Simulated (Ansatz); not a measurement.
# SiH₃NO (SMILES N[SiH]=O): one structure at several levels

Aim: energy, forces and dipole at a structure displaced at random from a GFN2-xTB minimum, from CCSD(T) and from density functionals.

Program: Ansatz 0.2.0, Gaussian basis. Level of theory: single points in def2-TZVPP. These are calculated values, not measurements.

Cores are frozen in the correlated methods.

### 1 Where the work starts

6 atoms, charge 0, spin multiplicity 1.

Atoms are counted from 1 here; the program's logs count them from 0.

Bond lengths: N1–Si2 1.752 Å, N1–H4 0.982 Å, N1–H5 0.933 Å, Si2–O3 1.471 Å, Si2–H6 1.418 Å. Angles: Si2–N1–H4 121.2°, Si2–N1–H5 117.9°, H4–N1–H5 120.9°, N1–Si2–O3 124.5°, N1–Si2–H6 102.1°, O3–Si2–H6 133.0°.

Geometry (Å):

| atom | x (Å) | y (Å) | z (Å) |
| --- | --- | --- | --- |
| N1 | -0.56930 | 0.36610 | -0.60320 |
| Si2 | 0.45710 | -0.38610 | 0.60110 |
| O3 | 0.48260 | -1.82760 | 0.89140 |
| H4 | -1.20440 | -0.16320 | -1.13350 |
| H5 | -0.47460 | 1.28350 | -0.74570 |
| H6 | 1.26420 | 0.70080 | 1.02400 |

### 2 CCSD(T)/def2-TZVPP

File run/in.yaml:

```yaml
crystal:
  periodic: [false, false, false]
  atoms:
    - {symbol: N, position_ang: [-0.569300, 0.366100, -0.603200]}
    - {symbol: Si, position_ang: [0.457100, -0.386100, 0.601100]}
    - {symbol: O, position_ang: [0.482600, -1.827600, 0.891400]}
    - {symbol: H, position_ang: [-1.204400, -0.163200, -1.133500]}
    - {symbol: H, position_ang: [-0.474600, 1.283500, -0.745700]}
    - {symbol: H, position_ang: [1.264200, 0.700800, 1.024000]}
basis:
  gaussian: {orbitals: def2-TZVPP}
correlation: {method: ccsd_t}
output: {forces: true}
```

No record of the launch command was kept for these runs.

### 3 PBE0-D4/def2-TZVPP

Changes to run/in.yaml since step 2:

```diff
@@ -11,3 +11,3 @@
   gaussian: {orbitals: def2-TZVPP}
-correlation: {method: ccsd_t}
-output: {forces: true}
+hamiltonian: {xc: pbe0, dispersion: d4}
+output: {forces: true, orbitals: {seedname: orbitals}}
```

### 4 wB97M-V/def2-TZVPP

Changes to run/in.yaml since step 3:

```diff
@@ -11,3 +11,3 @@
   gaussian: {orbitals: def2-TZVPP}
-hamiltonian: {xc: pbe0, dispersion: d4}
-output: {forces: true, orbitals: {seedname: orbitals}}
+hamiltonian: {xc: {name: wB97M-V}}
+output: {forces: true}
```

### 5 r2SCAN-D4/def2-TZVPP

Changes to run/in.yaml since step 4:

```diff
@@ -11,3 +11,3 @@
   gaussian: {orbitals: def2-TZVPP}
-hamiltonian: {xc: {name: wB97M-V}}
+hamiltonian: {xc: r2scan, dispersion: d4}
 output: {forces: true}
```

### 6 PBE-D4/def2-TZVPP

Changes to run/in.yaml since step 5:

```diff
@@ -11,3 +11,3 @@
   gaussian: {orbitals: def2-TZVPP}
-hamiltonian: {xc: r2scan, dispersion: d4}
+hamiltonian: {xc: pbe, dispersion: d4}
 output: {forces: true}
```

### 7 wB97X-V/def2-TZVPP

Changes to run/in.yaml since step 6:

```diff
@@ -11,3 +11,3 @@
   gaussian: {orbitals: def2-TZVPP}
-hamiltonian: {xc: pbe, dispersion: d4}
+hamiltonian: {xc: {name: wB97X-V}}
 output: {forces: true}
```

### 8 SPW92/def2-TZVPP

Changes to run/in.yaml since step 7:

```diff
@@ -11,3 +11,3 @@
   gaussian: {orbitals: def2-TZVPP}
-hamiltonian: {xc: {name: wB97X-V}}
+hamiltonian: {xc: lda}
 output: {forces: true}
```

(Steps that only read results are left out.)

What does the calculation give? Wanted: energy less free atoms, CCSD(T)/def2-TZVPP; RMS force component; RMS force error; HOMO and LUMO, PBE0-D4; T1 diagnostic.

**Answer**, as computed:

```
                                  quantity                                                                                         value
energy less free atoms, CCSD(T)/def2-TZVPP                                                                                -2030.0 kJ/mol
                       RMS force component                                                          2.125 to 2.308 eV/Å over the methods
                           RMS force error  PBE0-D4 0.175, wB97M-V 0.149, r2SCAN-D4 0.080, PBE-D4 0.196, wB97X-V 0.170, SPW92 0.242 eV/Å
                    HOMO and LUMO, PBE0-D4                                                                            -8.22 and -0.81 eV
                             T1 diagnostic                                                                                         0.016
```

**Reading.** Against CCSD(T) the functionals' energies less atoms differ by -401.0 to -44.8 kJ/mol, PBE-D4 by -113.4 kJ/mol. A larger basis would deepen the CCSD(T) value, while the functionals are nearly converged already, so the order here is not reliable. The forces of r2SCAN-D4 come nearest to CCSD(T), those of SPW92 are farthest. Frozen-core CCSD(T) forces in triple zeta carry basis errors of their own, and this is one geometry, so small gaps rank nothing.
